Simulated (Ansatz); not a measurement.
Job for Ansatz (a quantum-chemistry and plane-wave program): U-wB97M-V/def2-TZVPP on C2H (SMILES [C]#C), 2S+1 = 2, atoms moved off the minimum.

Ansatz 0.2 input:
```yaml
crystal:
  periodic: [false, false, false]
  atoms:
    - {symbol: C, position_ang: [-0.11165091, -0.00579822, -0.72092400]}
    - {symbol: C, position_ang: [0.21195790, 0.00575493, 0.47843641]}
    - {symbol: H, position_ang: [-0.06675902, -0.02272077, 1.50922337]}
basis:
  gaussian:
    orbitals: def2-TZVPP
hamiltonian:
  xc: {name: wB97M-V}
magnetization: {spin_polarized: true, initial_magnetization: 1}
output: {forces: true}
```

Output:

```
WARN ansatz: RAYON_NUM_THREADS=1 ignored (pool sized by the plan → 1); use --threads N
Functional definition: wB97M-V
integrals: 0.01 GiB planned
419 factors; their error is unknown
integrals: 0.05 GiB planned
99 factors; integrals over basis functions are off by at most 1.1e-5 eV
mean field: 0.24 GiB planned
mean field evaluation 1: about -2082.9742 eV, gradient 1.7e1 eV
mean field evaluation 2: about -2083.6875 eV, gradient 1.2e1 eV
mean field evaluation 4: about -2084.3743 eV, gradient 9.4e-1 eV
mean field evaluation 8: about -2084.3914 eV, gradient 4.4e-2 eV
mean field evaluation 16: about -2084.3916 eV, gradient 6.2e-3 eV
mean field evaluation 32: about -2084.1129 eV, gradient 5.1e0 eV
mean field -2084.39157630 eV, -76.5999775776 hartree, gradient 1.3e-5 eV, S^2 0.757041; 3 other end points of the search recorded, 0 dependent functions left out
the calculation of the forces begins
reference -2084.39160675 eV, -76.5999786968 hartree; 7, 6 occupied and 69, 70 virtual orbitals, 419 factors
Total energy: -2084.39160675 eV, -76.5999786968 hartree
Atom 0 at    -0.111651    -0.005798    -0.720924 Å, force     0.454337     0.025208     0.682563 eV/Å
Atom 1 at     0.211958     0.005755     0.478436 Å, force    -0.728597    -0.042793    -0.830832 eV/Å
Atom 2 at    -0.066759    -0.022721     1.509223 Å, force     0.274260     0.017585     0.148268 eV/Å
Dipole moment:     0.070968     0.002299     0.289181 e Å
```

The run converged.

Cost: roughly 4 core-seconds.
